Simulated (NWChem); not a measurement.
System: SO, triplet; SMILES O=S

Input file for NWChem:

```
start job
memory heap 200 mb stack 900 mb global 1100 mb
geometry units angstroms noautoz
  O      0.000000     0.000000    -0.995398
  S      0.000000     0.000000     0.506377
end
basis spherical
  O library 6-31g*
  S library 6-31g*
end
dft
  odft
  mult 3
  xc mn15
  grid xcoarse
  iterations 150
  mulliken
end
task dft gradient
```

Excerpt of the output:

```
             Northwest Computational Chemistry Package (NWChem) 7.3.0
             --------------------------------------------------------

 ORDER OF PRIMARY AXIS IS BEING SET TO 4
 C4V symmetry detected

                             Geometry "geometry" -> ""
                             -------------------------

 Output coordinates in angstroms (scale by  1.889725989 to convert to a.u.)

  No.       Tag          Charge          X              Y              Z
 ---- ---------------- ---------- -------------- -------------- --------------
    1 O                    8.0000     0.00000000     0.00000000    -1.00118333
    2 S                   16.0000     0.00000000     0.00000000     0.50059167

 Effective nuclear repulsion energy (a.u.)      45.1030865955

      Symmetry information
      --------------------

 Group name             C4v
 Group number             18
 Group order               8
 No. of unique centers     2

                                 NWChem DFT Module
                                 -----------------

 Summary of "ao basis" -> "ao basis" (spherical)
 ------------------------------------------------------------------------------
       Tag                 Description            Shells   Functions and Types
 ---------------- ------------------------------  ------  ---------------------
 O                           6-31g*                  6       14   3s2p1d
 S                           6-31g*                  8       18   4s3p1d

      Symmetry analysis of basis
      --------------------------

        a1         14
        a2          0
        b1          2
        b2          2
        e          14

            General Information
            -------------------
          SCF calculation type: DFT
          Wavefunction type:  spin polarized.
          No. of atoms     :     2
          No. of electrons :    24
           Alpha electrons :    13
            Beta electrons :    11
          Charge           :     0
          Spin multiplicity:     3
          Use of symmetry is: on ; symmetry adaption is: on
          Maximum number of iterations: 150
          AO basis - number of functions:    32
                     number of shells:    14
          Convergence on energy requested:  1.00D-06
          Convergence on density requested:  1.00D-05
          Convergence on gradient requested:  5.00D-04

              XC Information
              --------------
                         MN15 Method XC Functional
                     Hartree-Fock (Exact) Exchange  0.440
                          MN15 Exchange Functional  1.000
                        MN15 Correlation Potential  1.000

             Grid Information
             ----------------
          Grid used for XC integration:  xcoarse
          Radial quadrature: Mura-Knowles
          Angular quadrature: Lebedev.
          Tag              B.-S. Rad. Rad. Pts. Rad. Cut. Ang. Pts.
          ---              ---------- --------- --------- ---------
          O                   0.60       21           6.0       194
          S                   1.00       42           5.0       194
          Grid pruning is: on
          Number of quadrature shells:    63
          Spatial weights used:  Erf1

      Superposition of Atomic Density Guess
      -------------------------------------

 Sum of atomic energies:        -472.21003319

      Non-variational initial energy
      ------------------------------

 Total energy =    -472.349593
 1-e energy   =    -742.284548
 2-e energy   =     224.831868
 HOMO         =      -0.191454
 LUMO         =      -0.191454

 !!!!!!!!!!!!!!!!!!!!!!!!!!!!!!!!!!!!!!!!!!!!!!!!!!!!!!!!!!!!!!!!!!!!!!
 Warning - the HOMO and LUMO are degenerate and you are using symmetry.
 This can lead to non-variational energies and poor convergence.
 Modify the initial guess, or use an open-shell wavefunction, or turn
 off symmetry.
 !!!!!!!!!!!!!!!!!!!!!!!!!!!!!!!!!!!!!!!!!!!!!!!!!!!!!!!!!!!!!!!!!!!!!!

   Symmetry analysis of molecular orbitals - initial alpha
   -------------------------------------------------------

 !! scf_movecs_sym_adapt:    4 vectors were symmetry contaminated

  Symmetry fudging

 !! scf_movecs_sym_adapt:    2 vectors were symmetry contaminated

  Numbering of irreducible representations:

     1 a1          2 a2          3 b1          4 b2          5 e

  Orbital symmetries:

     1 a1          2 a1          3 a1          4 a1          5 e
     6 e           7 a1          8 a1          9 e          10 e
    11 a1         12 e          13 e          14 a1         15 a1
    16 e          17 e          18 a1         19 e          20 e
    21 b1         22 b2         23 a1

   Symmetry analysis of molecular orbitals - initial beta
   ------------------------------------------------------

 !! scf_movecs_sym_adapt:    4 vectors were symmetry contaminated

  Symmetry fudging

 !! scf_movecs_sym_adapt:    2 vectors were symmetry contaminated

  Numbering of irreducible representations:

     1 a1          2 a2          3 b1          4 b2          5 e

  Orbital symmetries:

     1 a1          2 a1          3 a1          4 a1          5 e
     6 e           7 a1          8 a1          9 e          10 e
    11 a1         12 e          13 e          14 a1         15 a1
    16 e          17 e          18 a1         19 e          20 e
    21 b1         22 b2         23 a1

     ---------------------------------------------
      Total Density - Mulliken Population Analysis
     ---------------------------------------------

    Atom       Charge   Shell Charges
 -----------   ------   -------------------------------------------------------
    1 O    8     8.72   2.00  0.96  2.91  0.94  1.89  0.02
    2 S   16    15.28   2.00  2.00  5.97  1.34  2.31  0.55  1.02  0.08

     --------------------------------------------
      Spin Density - Mulliken Population Analysis
     --------------------------------------------

    Atom       Charge   Shell Charges
 -----------   ------   -------------------------------------------------------
    1 O    8     0.52   0.00  0.00  0.37  0.00  0.15  0.00
    2 S   16     1.48   0.00  0.00  0.01  0.00  0.89  0.00  0.58  0.01

   convergence    iter        energy       DeltaE   RMS-Dens  Diis-err
 ---------------- ----- ----------------- --------- --------- ---------
 d= 0,ls=0.0,diis     1   -473.0373990465 -5.18D+02  1.68D-02  1.63D-01
                                                     1.85D-02  1.59D-01
 d= 0,ls=0.0,diis     2   -472.9498414476  8.76D-02  9.85D-03  3.75D-01
                                                     1.32D-02  3.36D-01
 d= 0,ls=0.0,diis     3   -473.0946066855 -1.45D-01  1.96D-03  2.15D-02
                                                     2.76D-03  2.61D-02
 d= 0,ls=0.0,diis     4   -473.1040777305 -9.47D-03  7.03D-04  5.73D-04
                                                     5.10D-04  3.34D-04
 d= 0,ls=0.0,diis     5   -473.1043394714 -2.62D-04  2.19D-04  6.31D-05
                                                     1.98D-04  1.65D-05
  Resetting Diis
 d= 0,ls=0.0,diis     6   -473.1043695975 -3.01D-05  1.15D-04  1.39D-05
                                                     7.60D-05  5.07D-06
 d= 0,ls=0.0,diis     7   -473.1043755230 -5.93D-06  1.73D-05  2.24D-07
                                                     8.79D-06  7.58D-08
 d= 0,ls=0.0,diis     8   -473.1043756093 -8.63D-08  3.97D-06  5.52D-08
                                                     1.09D-05  1.35D-07
 d= 0,ls=0.0,diis     9   -473.1043756405 -3.12D-08  5.76D-06  9.66D-08
                                                     2.90D-06  4.56D-08

         Total DFT energy =     -473.104375640497
      One electron energy =     -742.520575617408
           Coulomb energy =      258.316458324343
    Exchange-Corr. energy =      -34.003344942935
 Nuclear repulsion energy =       45.103086595503

 Numeric. integr. density =       24.000041779398

                  Occupations of the irreducible representations
                  ----------------------------------------------

                     irrep           alpha         beta
                     --------     --------     --------
                     a1                7.0          7.0
                     a2                0.0          0.0
                     b1                0.0          0.0
                     b2                0.0          0.0
                     e                 6.0          4.0

                    DFT Final Alpha Molecular Orbital Analysis
                    ------------------------------------------

 Vector   11  Occ=1.000000D+00  E=-4.947103D-01  Symmetry=a1
              MO Center=  9.0D-16,  4.7D-16, -3.5D-01, r^2= 1.7D+00
   Bfn.  Coefficient  Atom+Function         Bfn.  Coefficient  Atom+Function
  ----- ------------  ---------------      ----- ------------  ---------------
     5      0.502442  1 O  pz                23     -0.494747  2 S  pz
     9      0.265391  1 O  pz                24     -0.240988  2 S  s
     6     -0.212224  1 O  s                 19      0.189872  2 S  pz
    20     -0.150918  2 S  s                  2     -0.114580  1 O  s
    16      0.084933  2 S  s                 27     -0.063703  2 S  pz

 Vector   12  Occ=1.000000D+00  E=-2.934279D-01  Symmetry=e
              MO Center= -2.6D-14, -1.1D-14,  1.2D-01, r^2= 1.7D+00
   Bfn.  Coefficient  Atom+Function         Bfn.  Coefficient  Atom+Function
  ----- ------------  ---------------      ----- ------------  ---------------
    22      0.639439  2 S  py                 4     -0.406069  1 O  py
    26      0.333978  2 S  py                 8     -0.327321  1 O  py
    18     -0.227809  2 S  py                21      0.204248  2 S  px
     3     -0.129706  1 O  px                25      0.106679  2 S  px
     7     -0.104552  1 O  px                17     -0.072767  2 S  px

 Vector   13  Occ=1.000000D+00  E=-2.934279D-01  Symmetry=e
              MO Center=  4.5D-16, -9.1D-17,  1.2D-01, r^2= 1.7D+00
   Bfn.  Coefficient  Atom+Function         Bfn.  Coefficient  Atom+Function
  ----- ------------  ---------------      ----- ------------  ---------------
    21      0.639439  2 S  px                 3     -0.406069  1 O  px
    25      0.333978  2 S  px                 7     -0.327321  1 O  px
    17     -0.227809  2 S  px                22     -0.204248  2 S  py
     4      0.129706  1 O  py                26     -0.106679  2 S  py
     8      0.104552  1 O  py                18      0.072767  2 S  py

 Vector   14  Occ=0.000000D+00  E= 5.135256D-02  Symmetry=a1
              MO Center=  6.4D-15,  2.8D-15,  3.6D-01, r^2= 2.4D+00
   Bfn.  Coefficient  Atom+Function         Bfn.  Coefficient  Atom+Function
  ----- ------------  ---------------      ----- ------------  ---------------
    27      0.963356  2 S  pz                 6      0.837128  1 O  s
    24     -0.654797  2 S  s                 23      0.455444  2 S  pz
     9      0.422560  1 O  pz                 5      0.321625  1 O  pz
    30      0.194478  2 S  d  0              19     -0.152915  2 S  pz
     2      0.135582  1 O  s                 20     -0.127368  2 S  s

 Vector   15  Occ=0.000000D+00  E= 2.814987D-01  Symmetry=a1
              MO Center=  1.1D-16, -2.3D-16,  7.9D-01, r^2= 2.8D+00
   Bfn.  Coefficient  Atom+Function         Bfn.  Coefficient  Atom+Function
  ----- ------------  ---------------      ----- ------------  ---------------
    24      1.876674  2 S  s                 20     -1.617418  2 S  s
     6     -0.349541  1 O  s                 23     -0.278260  2 S  pz
    16      0.127055  2 S  s                  5      0.125250  1 O  pz
    27      0.105723  2 S  pz                 9     -0.091914  1 O  pz
    15     -0.075073  2 S  s                 19      0.061913  2 S  pz

 Vector   16  Occ=0.000000D+00  E= 3.435235D-01  Symmetry=e
              MO Center= -1.5D-16, -2.6D-17,  5.5D-01, r^2= 3.3D+00
   Bfn.  Coefficient  Atom+Function         Bfn.  Coefficient  Atom+Function
  ----- ------------  ---------------      ----- ------------  ---------------
    25      0.976006  2 S  px                26     -0.861082  2 S  py
    21     -0.836825  2 S  px                22      0.738289  2 S  py
    17      0.202827  2 S  px                18     -0.178945  2 S  py
     7     -0.088682  1 O  px                 8      0.078240  1 O  py
    31     -0.052679  2 S  d  1              29     -0.046476  2 S  d -1

                     DFT Final Beta Molecular Orbital Analysis
                     -----------------------------------------

 Vector    9  Occ=1.000000D+00  E=-4.569224D-01  Symmetry=a1
              MO Center= -2.3D-15, -5.2D-15, -2.8D-01, r^2= 1.7D+00
   Bfn.  Coefficient  Atom+Function         Bfn.  Coefficient  Atom+Function
  ----- ------------  ---------------      ----- ------------  ---------------
     5      0.490367  1 O  pz                23     -0.491159  2 S  pz
     9      0.268598  1 O  pz                24     -0.265838  2 S  s
     6     -0.200088  1 O  s                 19      0.188995  2 S  pz
    20     -0.173951  2 S  s                  2     -0.105447  1 O  s
    16      0.098934  2 S  s                 27     -0.063815  2 S  pz

 Vector   10  Occ=1.000000D+00  E=-4.205528D-01  Symmetry=e
              MO Center= -9.0D-17,  4.3D-17, -4.2D-01, r^2= 1.3D+00
   Bfn.  Coefficient  Atom+Function         Bfn.  Coefficient  Atom+Function
  ----- ------------  ---------------      ----- ------------  ---------------
     4      0.414945  1 O  py                22      0.392124  2 S  py
     8      0.291382  1 O  py                 3     -0.224176  1 O  px
    21     -0.211846  2 S  px                26      0.161290  2 S  py
     7     -0.157420  1 O  px                18     -0.151840  2 S  py
    25     -0.087137  2 S  px                17      0.082032  2 S  px

 Vector   11  Occ=1.000000D+00  E=-4.205528D-01  Symmetry=e
              MO Center= -7.6D-16, -9.7D-16, -4.2D-01, r^2= 1.3D+00
   Bfn.  Coefficient  Atom+Function         Bfn.  Coefficient  Atom+Function
  ----- ------------  ---------------      ----- ------------  ---------------
     3      0.414945  1 O  px                21      0.392124  2 S  px
     7      0.291382  1 O  px                 4      0.224176  1 O  py
    22      0.211846  2 S  py                25      0.161290  2 S  px
     8      0.157420  1 O  py                17     -0.151840  2 S  px
    26      0.087137  2 S  py                18     -0.082032  2 S  py

 Vector   12  Occ=0.000000D+00  E=-9.306873D-02  Symmetry=e
              MO Center=  1.2D-15,  8.6D-16,  2.6D-02, r^2= 1.8D+00
   Bfn.  Coefficient  Atom+Function         Bfn.  Coefficient  Atom+Function
  ----- ------------  ---------------      ----- ------------  ---------------
    22      0.588115  2 S  py                 4     -0.439984  1 O  py
     8     -0.402538  1 O  py                26      0.398159  2 S  py
    18     -0.213796  2 S  py                29      0.066277  2 S  d -1
    21      0.055687  2 S  px                 3     -0.041661  1 O  px
     7     -0.038115  1 O  px                25      0.037701  2 S  px

[...]

                         DFT ENERGY GRADIENTS

    atom               coordinates                        gradient
                 x          y          z           x          y          z
   1 O       0.000000   0.000000  -1.891962    0.000000   0.000000  -0.003647
   2 S       0.000000   0.000000   0.945981    0.000000   0.000000   0.003647
```

Level: MN15/6-31G* (spherical d), spin-unrestricted. Structure relaxed at the PBE0/def2-SVP, spin-unrestricted level. No stability test was run on the SCF state.
